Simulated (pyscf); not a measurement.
Optimised with ωB97X-D3(BJ)/def2-SVP in PySCF.

### Question
Estimate the classical barrier height and the reaction energy of `[BH]=[O]` + `[H][H]` -> `[BH2][OH]` at ωB97M-D3(BJ)/def2-TZVP. The step runs on the singlet surface, breaks H–H and forms B–H, H–O; take the separated reactants as zero.

### Answer
ΔE‡ = 44.5 kcal/mol, ΔE = -15.3 kcal/mol. Zero-point energy shifts the barrier by +2.5 kcal/mol. It is an addition across a multiple bond or ene-type step, with an imaginary mode of 1833i cm⁻¹. At the saddle there is also a short B–H contact that neither side keeps. One saddle was located; it need not be the lowest between these sides.
